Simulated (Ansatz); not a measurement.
# Hf2Si3: from a trial structure to a relaxed crystal

All numbers below come from Ansatz 0.2.0, DFT PBE, scalar-relativistic, plane waves, PAW. Cutoff 420 eV, Γ-centred k mesh, Gaussian smearing, no spin polarisation in the final step.

Hf2Si3 was placed on the tetradymite structure type (R-3m, No. 166), with Hf in place of Bi, Si in place of Te, at a guessed volume.

```
CELL_PARAMETERS angstrom
1.74273 1.00616 8.07842
-1.74273 1.00616 8.07842
0.00000 -2.01233 8.07842
ATOMIC_POSITIONS crystal
Hf 0.40000 0.40000 0.40000
Hf 0.60000 0.60000 0.60000
Si 0.00000 0.00000 0.00000
Si 0.20950 0.20950 0.20950
Si 0.79050 0.79050 0.79050
```

Cell and atoms relax at zero pressure; the relaxation can't lower the symmetry of the start. After a coarse first stage the cell is made exact in the group found at 0.06 Å.

Formation energies are uncorrected and refer to the elements' standard structures at the same level.

**Question.** Which crystal results?

**Answer.** It keeps R-3m (No. 166), but not the shape of the type it started on. Conventional cell: a = 4.179 Å, c = 17.167 Å. Hf has 9 Si at 2.73–2.92 Å, 1 Hf at 3.16 Å and 3 Hf at 3.52 Å; around Si on Wyckoff site a (1 atom of the primitive cell) lie 6 Hf at 2.73 Å and 2 Si at 2.80 Å; Si on Wyckoff site c (2 atoms of the primitive cell) has 3 Si at 2.42 Å, 1 Si at 2.80 Å and 6 Hf at 2.85–2.92 Å.

```xyz
5
Lattice="2.0895 1.2064 5.7222 -2.0895 1.2064 5.7222 0.0000 -2.4128 5.7222" Properties=species:S:1:pos:R:3 pbc="T T T"
Hf    0.0000    0.0000    7.0022
Hf    0.0000    0.0000   10.1645
Si    0.0000    0.0000    0.0000
Si    0.0000    0.0000    2.7963
Si    0.0000    0.0000   14.3704
```

**Question.** What are its volume, energy, density and gap?

**Answer.** The volume per atom is 17.31 Å³, the density is 8.47 g/cm³ and the energy over the elements is -0.33 eV/atom. The gap on the 12×12×12 mesh is 0 eV (a metal).

The final run used a 12×12×12 mesh on its 5-atom cell and 0.10 eV smearing. The k mesh leaves about 4 meV/atom of noise in metals. Spin–orbit coupling is left out. A structure relaxed within its symmetry needn't be a true minimum.

Cost: 3 runs of about 9.6 core-minutes in all, on Intel Xeon Platinum 8488C (Sapphire Rapids) (shared hosts).